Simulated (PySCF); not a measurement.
Molecule: `O=C1C=CC(=O)C=C1`, C$_{6}$H$_{4}$O$_{2}$.

Numbering as in the mapped SMILES `[O:1]=[C:2]1[CH:3]=[CH:4][C:5](=[O:6])[CH:7]=[CH:8]1`. Hydrogens are named by the atom that carries them.

Geometry PBE0-D3(BJ)/def2-SVP throughout; GIAO in PySCF, gas phase, one conformer, non-relativistic; equivalent atoms averaged; basis pcSseg-1.

(1) How do the shifts δ (against H2O, TMS at the same level) depend on the functional? (ppm; last column core-seconds on 1 thread of an x86-64 server CPU, shared host; the GGAs took longer than the global hybrids here, which isn't the general rule, and the cause wasn't traced)

(2) Which nucleus moves most, in ppm?

Answers

(1) 
```
functional                    kind  O1/O6  C2/C5  C3/C4/C7/C8  H(C3)/H(C4)/H(C7)/H(C8)  core-s
       LDA                     LDA  848.8  201.3        142.6                     6.48      18
      OPBE                     GGA  770.6  184.4        131.1                     6.50      28
       KT3                     GGA  712.4  176.3        129.2                     6.30      30
     B97-D                     GGA  758.3  186.2        133.7                     6.35      29
     B3LYP           global hybrid  773.6  192.5        142.3                     6.54      21
      PBE0           global hybrid  770.7  191.6        141.8                     6.67      10
  mPW1PW91           global hybrid  767.5  191.5        141.8                     6.67      16
 BHandHLYP           global hybrid  748.8  192.2        144.9                     6.74      16
 CAM-B3LYP  range-separated hybrid  757.3  194.9        146.2                     6.66      25
```

(2) O1/O6 (ketone oxygen): from 712.4 ppm with KT3 to 848.8 ppm with LDA. The smallest spread is 0.44 ppm, at H(C3)/H(C4)/H(C7)/H(C8). Proton shifts span only some 12 ppm, so a few tenths of a ppm matter as much there as several ppm in carbon.
